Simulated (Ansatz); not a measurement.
Species: P₂, net charge -1, doublet state. 
Structure (B3LYP-D3(BJ)/def2-TZVP (Ansatz, a program for electronic structure) minimum search):
```xyz
2

P      0.0000     0.0000    -0.9912
P      0.0000     0.0000     0.9912
```
Charge -1, spin multiplicity 2.

Basis-set convergence of Hartree-Fock and CCSD(T) correlation energies (hartree) with Ansatz. Valence correlation only, unless marked. Open shells are spin-unrestricted. Spin-orbit coupling is left out. Non-relativistic. This anion needs diffuse functions, which these sets lack.

The UHF reference is spin-contaminated (<S^2> 0.44 over the pure value in the largest basis). The T1 diagnostic of CCSD in the largest basis is 0.075, which is high, so the coupled-cluster rows are less sure than usual.

```csv
basis,functions,E(HF),"E(corr, CCSD(T))"
def2-TZVPP,84,-681.48595,-0.31816
def2-QZVPP,140,___,___
```

Question: Fill in the missing entries.

Answer: 
- def2-QZVPP, E(HF): -681.51001
- def2-QZVPP, E(corr, CCSD(T)): -0.34092
